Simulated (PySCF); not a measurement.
## Why did this PySCF run fail?

```python
from pyscf import gto, scf, ci

mol = gto.M(
    atom='P 0 0 0; C 0 0 1.597',
    basis='pcseg-1',
    charge=0,
    spin=1,
    verbose=4,
)
mf = scf.UHF(mol)
mf.max_cycle = 2
mf = mf.newton()
mf.kernel()
ci.CISD(mf, frozen=6).kernel()
mf.dip_moment()
print('orbital energies (hartree):', [e[max(0, n-3):n+3].round(4) for e, n in zip(mf.mo_energy, mol.nelec)])
```

```bash
$ python input.py
```

The log, shortened:

```
[earlier lines left out]
ah_lindep = 1e-14
ah_start_cycle = 1
ah_max_cycle = 40
ah_grad_trust_region = 2.5
kf_interval = 4
kf_trust_region = 5
canonicalization = True
Set conv_tol_grad to 3.16228e-05

Initial guess E= -378.360599745677  |g|= 0.208819
macro= 0  E= -378.417888867495  delta_E= -0.0572891  |g|= 0.0956059  3 KF 19 JK
macro= 1  E= -378.409179751734  delta_E= 0.00870912  |g|= 0.043309  3 KF 13 JK
Canonicalize SCF orbitals
macro X = 2  E=-378.409179751734  |g|= 0.043309  total 7 KF 35 JK
SCF not converged.
SCF energy = -378.409179751734 after 2 cycles  <S^2> = 2.4304126  2S+1 = 3.2743931

******** <class 'pyscf.ci.ucisd.UCISD'> ********
CISD nocc = (np.int64(5), np.int64(4)), nmo = (26, 26)
frozen orbitals 6
max_cycle = 50
direct = 0
conv_tol = 1e-09
max_cycle = 50
max_space = 12
lindep = 0
nroots = 1
Init t2, MP2 energy = -0.123899408101788
UCISD converged
E(UCISD) = -378.6033945647491  E_corr = -0.1942148130152539
Dipole moment(X, Y, Z, Debye): -0.00000, -0.00000,  0.45747
orbital energies (hartree): [array([-0.4865, -0.4865, -0.4526,  0.0727,  0.0727,  0.1917]), array([-0.5443, -0.4053, -0.4053,  0.0444,  0.1471,  0.1471])]
```

Which setting is at fault, why, and what does a mended input give?

The cycle limit (2): the limit is below the number of cycles that the SCF needs. With this edit
```diff
- mf.max_cycle = 2
```
the run finishes: E(SCF) = -378.442977 Eh, 5 cycles, E(CISD) − E(SCF) = -0.18293 Eh, ⟨S²⟩ = 1.705, μz(SCF) = -0.15 D.

⟨S²⟩ = 1.71 against 0.75 for a pure state: the determinant is spin-contaminated. The bond length is a typed value, not an optimised one. No search for the lowest solution was made.
